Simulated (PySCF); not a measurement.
## Working out the electron affinity of Al

Al⁻ [Ne] 3s2 3p2 (3P) → Al [Ne] 3s2 3p1 (2P). Calculation: PySCF 2.14, in x2c-QZVPPall with one added diffuse shell each of s, p, d, f type (10s7p5d3f1g, 86 functions); scalar relativity by spin-free X2C-1e. Frozen: [Ne]. Energies in hartree (1 hartree = 27.21139 eV):

```csv
part,Al⁻ (lower),Al (upper)
UHF,-242.317760,-242.317477
CCSD correlation,-0.065573,-0.052214
(T),-0.003264,-0.001287
```

What does Hartree-Fock give?

(-242.317477) − (-242.317760) = 0.000283 hartree = 0.008 eV.

What do CCSD and CCSD(T) give?

The CCSD correlation energies differ by 0.013359 hartree = 0.364 eV and the triples by 0.001977 hartree = 0.054 eV, so CCSD gives 0.372 eV and CCSD(T) 0.426 eV.

Reference: 0.433 eV (measured; photodetachment measurements, as compiled on the Wikipedia data page of electron affinities), between the lowest levels; spin-orbit coupling is absent from the calculation.

What remains against the reference includes basis incompleteness, the frozen core and higher excitations.
